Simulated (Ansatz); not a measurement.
**NH4+ with CH2O: structure and interaction energy**

An exercise on one series of results from a longer session: the logs are not shown, and one member is left open.

Program: Ansatz 0.2.0, Gaussian basis. Level of theory: PBE0-D4 structure, single points in def2-TZVPPD. These are calculated values, not measurements.

Levels: PBE-D4, revPBE-D4, BLYP-D4, r2SCAN-D4, B97M-V, PBE0-D4, B3LYP-D4, HSE06-D4, wB97X-V, wB97M-V, B2PLYP, Hartree-Fock, MP2, CCSD, CCSD(T). The reference is CCSD(T) extrapolated to the basis limit.

Correlated methods freeze the cores. B3LYP uses VWN-RPA correlation. B2PLYP carries no dispersion term here.

27 further runs of the same task are left out: 27 set aside as unsound or not needed.

## The starting structure

The pair, from a GFN2-xTB docking trial: 9 atoms, charge 1, spin multiplicity 1.

Atoms are counted from 1 here; the program's logs count them from 0.

Bond lengths: N1–H2 1.024 Å, N1–H3 1.025 Å, N1–H4 1.024 Å, N1–H5 1.078 Å, C6–O7 1.206 Å, C6–H8 1.095 Å, C6–H9 1.098 Å. Angles: H2–N1–H3 109.4°, H2–N1–H4 109.6°, H2–N1–H5 110.5°, H3–N1–H4 109.2°, H3–N1–H5 108.5°, H4–N1–H5 109.6°, O7–C6–H8 121.5°, O7–C6–H9 122.4°, H8–C6–H9 116.1°.

Geometry (Å):

```xyz
9

N    -0.1111    0.1877   -1.6265
H     0.4640   -0.5715   -2.0022
H    -1.0620    0.1124   -2.0009
H     0.2885    1.0900   -1.9016
H    -0.1607    0.1263   -0.5513
C     0.1517   -0.2398    2.0294
O    -0.4062    0.0939    1.0141
H    -0.3277   -0.1332    3.0077
H     1.1636   -0.6658    2.0313
```

Atoms 1 to 5 are fragment A (NH4+), the rest fragment B (CH2O).

The first run:

Input file pre/in.yaml:

```yaml
crystal:
  periodic: [false, false, false]
  atoms:
    - {symbol: N, position_ang: [-0.111100, 0.187700, -1.626500]}
    - {symbol: H, position_ang: [0.464000, -0.571500, -2.002200]}
    - {symbol: H, position_ang: [-1.062000, 0.112400, -2.000900]}
    - {symbol: H, position_ang: [0.288500, 1.090000, -1.901600]}
    - {symbol: H, position_ang: [-0.160700, 0.126300, -0.551300]}
    - {symbol: C, position_ang: [0.151700, -0.239800, 2.029400]}
    - {symbol: O, position_ang: [-0.406200, 0.093900, 1.014100]}
    - {symbol: H, position_ang: [-0.327700, -0.133200, 3.007700]}
    - {symbol: H, position_ang: [1.163600, -0.665800, 2.031300]}
basis:
  gaussian: {orbitals: def2-SVP}
total_charge: 1
hamiltonian: {xc: pbe, dispersion: d4}
relax: {f_tol: 0.03, max_steps: 250}
```

No record of the launch command was kept for these runs.

Among the steps run: A first relaxation in a small basis; Relaxation at PBE0-D4; CCSD(T)/def2-TZVPPD; MP2/def2-QZVPPD; Vibrations of the pair.

One of the session's tables, all rows but one given; the rest of the session is left out.

```
      method  interaction (kcal/mol)
      PBE-D4                  -22.16
   revPBE-D4                  -20.99
     BLYP-D4                  -21.61
   r2SCAN-D4                  -21.88
      B97M-V                  -21.29
     PBE0-D4                  -22.57
    B3LYP-D4                  -22.33
    HSE06-D4                  -22.54
     wB97X-V                       ?
     wB97M-V                  -21.70
      B2PLYP                  -21.21
Hartree-Fock                  -20.57
         MP2                  -20.49
        CCSD                  -20.34
     CCSD(T)                  -20.43
 CCSD(T)/CBS                  -21.17
```

Q: Estimate the row for wB97X-V from the others.

**Answer.** interaction (kcal/mol): -21.86. In the column «interaction (kcal/mol)» it lies between r2SCAN-D4 (-21.88) and wB97M-V (-21.70).
